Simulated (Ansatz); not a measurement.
Ansatz (a first-principles code) input (B3LYP-D3(BJ)/def2-TZVP):

Ansatz 0.2 input:
```yaml
crystal:
  periodic: [false, false, false]
  atoms:
    - {symbol: N, position_ang: [0.00152527, 0.01516403, 0.00792020]}
    - {symbol: H, position_ang: [0.01588326, 0.98125182, -0.34772503]}
    - {symbol: H, position_ang: [0.83856106, -0.48476768, -0.32285938]}
    - {symbol: H, position_ang: [-0.84251198, -0.46437276, -0.33523428]}
    - {symbol: H, position_ang: [-0.00583765, 0.02823468, 1.03737266]}
basis:
  gaussian:
    orbitals: def2-TZVP
hamiltonian:
  xc: b3lyp
  dispersion: d3bj
total_charge: 1
relax: {f_tol: 0.002, max_steps: 150}
```

Output:

```
Functional definition: B3LYP
integrals: 0.01 GiB planned
331 factors; their error is unknown
mean field: 0.09 GiB planned
mean field evaluation 1: about -1534.6235 eV, gradient 9.3e1 eV
mean field evaluation 2: about -1526.9971 eV, gradient 1.0e2 eV
mean field evaluation 4: about -1548.9842 eV, gradient 1.6e-1 eV
mean field evaluation 8: about -1548.9751 eV, gradient 2.7e-1 eV
mean field -1548.97523036 eV, -56.9237897826 hartree, gradient 1.7e-5 eV, S^2 0.000000; 0 other end points of the search recorded, 0 dependent functions left out
the calculation of the forces begins
reference -1548.97535683 eV, -56.9237944302 hartree; 5, 5 occupied and 50, 50 virtual orbitals, 331 factors
relax step   1: F+E_penalty+E_count = -1549.02673250 eV  Δ(F+E_penalty+E_count) = +0.000e0 eV  max|allowed force component| = 1.862e-1 eV/Å  Δτ_max = 0.0000 Å  (21 SCF iters, accepted)
these checks for a lower state are left out or cut short: starts, cluster_reference, orbital_swaps, neighbouring_geometries, increment
integrals: 0.01 GiB planned
331 factors; their error is unknown
mean field: 0.09 GiB planned
mean field evaluation 16: about -1548.9856 eV, gradient 4.2e-4 eV
mean field -1548.97679929 eV, -56.9238474399 hartree, gradient 1.5e-6 eV, S^2 0.000000; 0 other end points of the search recorded, 0 dependent functions left out
the calculation of the forces begins
reference -1548.97692522 eV, -56.9238520677 hartree; 5, 5 occupied and 50, 50 virtual orbitals, 331 factors
relax step   2: F+E_penalty+E_count = -1549.02830828 eV  Δ(F+E_penalty+E_count) = -1.576e-3 eV  max|allowed force component| = 4.945e-2 eV/Å  Δτ_max = 0.0034 Å  (24 SCF iters, accepted)
these checks for a lower state are left out or cut short: starts, cluster_reference, orbital_swaps, neighbouring_geometries, increment
integrals: 0.01 GiB planned
331 factors; their error is unknown
mean field: 0.09 GiB planned
mean field -1548.97691503 eV, -56.9238516929 hartree, gradient 1.5e-6 eV, S^2 0.000000; 0 other end points of the search recorded, 0 dependent functions left out
the calculation of the forces begins
reference -1548.97704076 eV, -56.9238563137 hartree; 5, 5 occupied and 50, 50 virtual orbitals, 331 factors
relax step   3: F+E_penalty+E_count = -1549.02842647 eV  Δ(F+E_penalty+E_count) = -1.182e-4 eV  max|allowed force component| = 4.924e-4 eV/Å  Δτ_max = 0.0012 Å  (24 SCF iters, accepted)
integrals: 0.01 GiB planned
331 factors; their error is unknown
mean field: 0.09 GiB planned
mean field evaluation 32: about -1548.9769 eV, gradient 6.3e-5 eV
mean field -1548.97691503 eV, -56.9238516929 hartree, gradient 1.5e-6 eV, S^2 0.000000; 1 other end points of the search recorded, 0 dependent functions left out
the calculation of the forces begins
reference -1548.97704076 eV, -56.9238563137 hartree; 5, 5 occupied and 50, 50 virtual orbitals, 331 factors
Total energy: -1549.02855221 eV, -56.9257493243 hartree
Atom 0 at     0.001524     0.015110     0.007898 Å, force     0.000011    -0.000305    -0.000120 eV/Å
Atom 1 at     0.015809     0.976987    -0.346087 Å, force     0.000015     0.000492    -0.000059 eV/Å
Atom 2 at     0.834918    -0.482593    -0.321447 Å, force     0.000371    -0.000164    -0.000147 eV/Å
Atom 3 at    -0.838799    -0.462252    -0.333723 Å, force    -0.000385    -0.000171    -0.000139 eV/Å
Atom 4 at    -0.005832     0.028257     1.032833 Å, force    -0.000013     0.000147     0.000465 eV/Å
Dipole moment:     0.000000    -0.000008    -0.000003 e Å
```
